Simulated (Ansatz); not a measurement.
# CH₂BSi− (SMILES B#C[SiH2-]): single points off equilibrium

One table from this session's results is given with a row withheld; the runs are named, their logs left out.

Program: Ansatz 0.2.0, Gaussian basis. Level of theory: single points in def2-TZVPPD. These are calculated values, not measurements.

Cores are frozen in the correlated methods.

## Starting geometry

SMILES `B#C[SiH2-]`, 5 atoms, charge -1, spin multiplicity 1.

Atoms are counted from 1 here; the program's logs count them from 0.

Bond lengths: B1–C2 1.328 Å, C2–Si3 1.845 Å, Si3–H4 1.567 Å, Si3–H5 1.583 Å. Angles: B1–C2–Si3 159.4°, C2–Si3–H4 126.1°, C2–Si3–H5 134.2°, H4–Si3–H5 99.4°.

Geometry (Å):

```
B    -0.3712   -1.1860    2.1846
C     0.0654   -0.7451    1.0100
Si    0.1493    0.2598   -0.5346
H    -0.4871   -0.1155   -1.9168
H     0.6789    1.7109   -0.8798
```

Set-up of the first run:

run/in.yaml

```yaml
crystal:
  periodic: [false, false, false]
  atoms:
    - {symbol: B, position_ang: [-0.371200, -1.186000, 2.184600]}
    - {symbol: C, position_ang: [0.065400, -0.745100, 1.010000]}
    - {symbol: Si, position_ang: [0.149300, 0.259800, -0.534600]}
    - {symbol: H, position_ang: [-0.487100, -0.115500, -1.916800]}
    - {symbol: H, position_ang: [0.678900, 1.710900, -0.879800]}
basis:
  gaussian: {orbitals: "def2-TZVPPD.json"}
total_charge: -1
correlation: {method: ccsd_t}
output: {forces: true}
```

The basis file named in the input lies beside it (Basis Set Exchange, JSON).

The command line of these runs was not kept.

Among the steps run: CCSD(T)/def2-TZVPPD; PBE0-D4/def2-TZVPPD; wB97M-V/def2-TZVPPD; r2SCAN-D4/def2-TZVPPD; PBE-D4/def2-TZVPPD; B97M-V/def2-TZVPPD; r2SCAN0-D4/def2-TZVPPD.

One table of the session follows, with a row left open; its other results are not shown here.

| method | RMS force component (eV/Å) | angle to CCSD(T) forces (°) |
| --- | --- | --- |
| CCSD(T) | 2.858 | reference |
| PBE0-D4 | 2.862 | 4.9 |
| wB97M-V | 2.975 | 6.7 |
| r2SCAN-D4 | ? | ? |
| PBE-D4 | 2.648 | 3.3 |
| B97M-V | 2.787 | 5.6 |
| r2SCAN0-D4 | 2.900 | 5.6 |

Q: Estimate the row for r2SCAN-D4 from the others.

As computed: RMS force component (eV/Å): 2.736; angle to CCSD(T) forces (°): 3.5. In the column «RMS force component (eV/Å)» it lies between PBE-D4 (2.648) and B97M-V (2.787).
